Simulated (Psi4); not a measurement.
Reaction (SMILES): C=CC#N + 6 [H][H] (H2) → 3 C (CH4) + N (NH3)
B3LYP-D3(BJ)/def2-TZVP geometries, fixed; electronic energies without zero-point terms.

Effect of the integral screening threshold at M06-2X/aug-cc-pVTZ with Psi4, against the last row, where the energy of full hydrogenation is -140.07 kcal/mol.

```tsv
setting	largest shift of a total energy (mEh)	shift of the energy of full hydrogenation (kcal/mol)
ints_tolerance: 1e-6	0.002	-0.001
ints_tolerance: 1e-8	0.000	0.000
ints_tolerance: 1e-10	0.000	0.000
ints_tolerance: 1e-14	0.000	0.000
```

Within 0.02 kcal/mol in the energy of full hydrogenation: ints_tolerance: 1e-6; ints_tolerance: 1e-8; ints_tolerance: 1e-10. The largest shift is 0.002 mEh in a total energy and 0.001 kcal/mol in the difference.
